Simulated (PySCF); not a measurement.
**Broadened absorption spectrum of C4H4S**

Species: C4H4S.
SMILES: `CC#CC=S`

Method used: PySCF, TDDFT CAM-B3LYP/def2-SVPD, vertical, gas phase, core orbitals frozen in the response. Geometry: GFN2-xTB; no solvent, vibrations or thermal averaging.

Each state is given a Gaussian of 0.3 eV full width at half maximum, with ε(max) = 2.175×10⁸ f / Δν̃ (Δν̃ the width in cm⁻¹). The width is an assumption, not a result. The curve ends short of the highest state used, and states not computed would add to its high-energy end.

(E (eV), ε (L mol⁻¹ cm⁻¹)): (1.63, 0), (1.76, 0), (1.90, 1), (2.03, 2), (2.17, 1), (2.30, 0), (2.44, 0), (2.58, 0), (2.71, 0), (2.85, 0), (2.98, 0), (3.12, 0), (3.25, 0), (3.39, 0), (3.53, 1), (3.66, 6), (3.80, 16), (3.93, 18), (4.07, 194), (4.21, 3428), (4.34, 17067), (4.48, 30002), (4.61, 17181), (4.75, 2942), (4.88, 194), (5.02, 3), (5.16, 0), (5.29, 0), (5.43, 0), (5.56, 0), (5.70, 0), (5.83, 11), (5.97, 344), (6.11, 3414), (6.24, 9969), (6.38, 10498)

(1) Locate the maxima and give the states behind the curve.

(2) Does any computed singlet lie in the visible range?

(3) On this curve, what absorbance would a 10⁻⁴ mol/L sample give at 633 nm over a 1 cm path?

(4) Coming from long wavelengths, where does ε first pass 100 L mol⁻¹ cm⁻¹?

Answers

(1) 321 nm (3.86 eV), ε about 18, made up of S2 (98%) (hardly more than a shoulder); 277 nm (4.48 eV), ε about 30000, made up of S3 (100%); 196 nm (6.31 eV), ε about 12000, made up of S4 (89%) and S5 (11%) (ε in L mol⁻¹ cm⁻¹; maxima over ε = 5, shares over 10%). The states used: S1 2.08 eV (f 0.0000); S2 3.85 eV (f 0.0002); S3 4.48 eV (f 0.334); S4 6.30 eV (f 0.116); S5 6.40 eV (f 0.018); S6 6.55 eV (f 0.0026); S7 6.76 eV (f 0.072); S8 6.98 eV (f 0.016).

(2) S1 lies in the visible range (380 to 750 nm), at 597 nm, dark in the vertical dipole picture (f under 0.0005); light of that wavelength is yellow to orange, and its complementary colour is blue to green-blue; a Tamm–Dancoff triplet lies at 528 nm, without intensity as long as spin–orbit coupling is left out.

(3) 633 nm is 1.959 eV, where ε is about 1.2 L mol⁻¹ cm⁻¹, so A = ε c l ≈ 0.00012 (Beer–Lambert, with the gas-phase spectrum and the assumed width).

(4) At about 307 nm (4.04 eV), 1.97 eV above S1.
